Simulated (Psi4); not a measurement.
# CH2F2 (difluoromethane): HF/aug-cc-pVDZ (sweep point 1)

Aim: the vertical electron affinity of CH2F2 (difluoromethane) at HF/aug-cc-pVDZ (sweep point 1), from 2 runs. 

The calculation is run with Psi4 1.11.

## (1) The structure to begin with

CH2F2: 5 atoms, total charge 0, spin state singlet. As SMILES, `FCF`. The coordinates come from a PBE0-D4/def2-TZVP relaxation.

Bond lengths: F1–C2 1.351 Å, C2–F3 1.351 Å, C2–H4 1.093 Å, C2–H5 1.094 Å. Angles: F1–C2–F3 108.6°, F1–C2–H4 108.8°, F1–C2–H5 108.8°, F3–C2–H4 108.8°, F3–C2–H5 108.8°, H4–C2–H5 113.0°.

## (2) The energy at HF/aug-cc-pVDZ (sweep point 1)

The input, calc.in:

```
memory 1.6 GB

molecule m {
  0 1
  F     -1.073300     0.191200     0.698300
  C      0.010100    -0.016900    -0.082300
  F      1.090500    -0.179200     0.713200
  H     -0.142700    -0.932900    -0.659500
  H      0.165300     0.864200    -0.711100
  units angstrom
  symmetry c1
}

set basis aug-cc-pVDZ
set reference rhf
set puream true
set scf_type pk

energy("hf")
```

Started as:

```
$ psi4 -n 1 calc.in calc.out
```

calc.out, shortened:

```text
[...]
  Running in c1 symmetry.
[...]
  Nuclear repulsion =   77.468210530799951
[...]
  Multiplicity = 1
[...]
  Nalpha       = 13
  Nbeta        = 13
[...]
    Number of basis functions: 87
[...]
   @RHF iter   1:  -237.88705707917430   -5.88432e-01   3.73285e-03 ADIIS/DIIS
[...]
   @RHF iter   7:  -237.93175298531332   -1.66858e-07   8.79266e-07 DIIS
[...]
    Orbital Energies [Eh]
    ---------------------
    Doubly Occupied:
       1A    -26.326360     2A    -26.326343     3A    -11.417542
       4A     -1.671102     5A     -1.609804     6A     -0.974337
       7A     -0.781183     8A     -0.773996     9A     -0.760394
      10A     -0.669203    11A     -0.634543    12A     -0.622453
      13A     -0.535212
[...]
  @RHF Final Energy:  -237.93175298531332
   => Energetics <=
    Nuclear Repulsion Energy =             77.4682105307999507
    One-Electron Energy =                -484.5950490538887721
    Two-Electron Energy =                 169.1950855377755261
    Total Energy =                       -237.9317529853133237
[...]
 Multipole Moments:
 ------------------------------------------------------------------------------------
     Multipole            Electronic (a.u.)      Nuclear  (a.u.)        Total (a.u.)
 ------------------------------------------------------------------------------------
 L = 1.  Multiply by 2.5417464519 to convert [e a0] to [Debye]
 Dipole X            :         -0.0034530            0.0050676            0.0016146
 Dipole Y            :          0.0508334           -0.0757344           -0.0249010
 Dipole Z            :          1.7547517           -2.6109082           -0.8561565
 Magnitude           :                                                    0.8565200
[...]
```

Wall time 5.4 s (1 thread of Intel Xeon Platinum 8259CL at 2.50GHz (Skylake/Cascade Lake), shared host); peak memory 0.31 GiB.

## (3) The doublet anion, same level

The input, job.dat:

```
memory 1.6 GB

molecule {
  -1 2
  F     -1.073300     0.191200     0.698300
  C      0.010100    -0.016900    -0.082300
  F      1.090500    -0.179200     0.713200
  H     -0.142700    -0.932900    -0.659500
  H      0.165300     0.864200    -0.711100
  symmetry c1
}

set basis aug-cc-pVDZ
set reference uhf
set puream true
set scf_type pk
set maxiter 150

energy('hf')
```

Started as:

```
$ psi4 -n 1 job.dat job.out
```

job.out, shortened:

```text
[...]
  Running in c1 symmetry.
[...]
  Nuclear repulsion =   77.468210530799951
[...]
  Multiplicity = 2
[...]
  Nalpha       = 14
  Nbeta        = 13
[...]
    Number of basis functions: 87
[...]
   @UHF iter   1:  -237.83628869080866   -5.37663e-01   3.63521e-03 ADIIS/DIIS
[...]
   @UHF iter   9:  -237.89822952958480   -4.49199e-07   7.11052e-07 DIIS
[...]
   @S^2 Observed:                7.501337290E-01
[...]
    Orbital Energies [Eh]
    ---------------------
    Alpha Occupied:
       1A    -26.190098     2A    -26.190080     3A    -11.268920
       4A     -1.535075     5A     -1.474240     6A     -0.834060
       7A     -0.641185     8A     -0.635964     9A     -0.625762
      10A     -0.534203    11A     -0.499577    12A     -0.484443
      13A     -0.390945    14A      0.032727
    Alpha Virtual:
      15A      0.142791    16A      0.192337    17A      0.193674
      18A      0.260082    19A      0.287434    20A      0.357039
      21A      0.371755    22A      0.384685    23A      0.386074
      24A      0.418750    25A      0.427724    26A      0.448190
[...]
  @UHF Final Energy:  -237.89822952958480
   => Energetics <=
    Nuclear Repulsion Energy =             77.4682105307999507
    One-Electron Energy =                -488.1647413983067736
    Two-Electron Energy =                 172.7983013379219983
    Total Energy =                       -237.8982295295847962
  UHF NO Occupations:
  HONO-2 :   12  A 1.9999762
  HONO-1 :   13  A 1.9999616
[...]
 Multipole Moments:
 ------------------------------------------------------------------------------------
     Multipole            Electronic (a.u.)      Nuclear  (a.u.)        Total (a.u.)
 ------------------------------------------------------------------------------------
 L = 1.  Multiply by 2.5417464519 to convert [e a0] to [Debye]
 Dipole X            :         -0.0109660            0.0050676           -0.0058984
 Dipole Y            :          0.1650358           -0.0757344            0.0893014
 Dipole Z            :          5.6777691           -2.6109082            3.0668609
 Magnitude           :                                                    3.0681664
[...]
```

It took 5.4 s on 1 thread of Intel Xeon Platinum 8259CL at 2.50GHz (Skylake/Cascade Lake), shared host; peak memory 0.33 GiB.

## (4) Results

Level: HF/aug-cc-pVDZ (sweep point 1).

| quantity | value |
| --- | --- |
| singlet CH2F2: total energy | -237.93175 Eh |
| singlet CH2F2: dipole moment | 2.18 D |
| singlet CH2F2: HOMO energy | -14.56 eV |
| singlet CH2F2: LUMO energy | 0.93 eV |
| singlet CH2F2: HOMO–LUMO gap | 15.50 eV |
| doublet anion: total energy | -237.89823 Eh |
| doublet anion: HOMO energy (highest over α and β) | 0.89 eV |
| doublet anion: LUMO energy (lowest over α and β) | 3.89 eV |
| doublet anion: ⟨S²⟩ | 0.750 |
| vertical electron affinity (to the doublet anion) | -0.912 eV |

What this shows: The anion lies 0.91 eV (21.0 kcal/mol) above the neutral: the electron isn't bound at this level, and such a value depends on the basis. Hartree–Fock misses the correlation that binds many anions. The HOMO (doublet anion) lies at positive energy, 0.89 eV: the electron is unbound at this level or held by a compact basis; values depend on the basis.
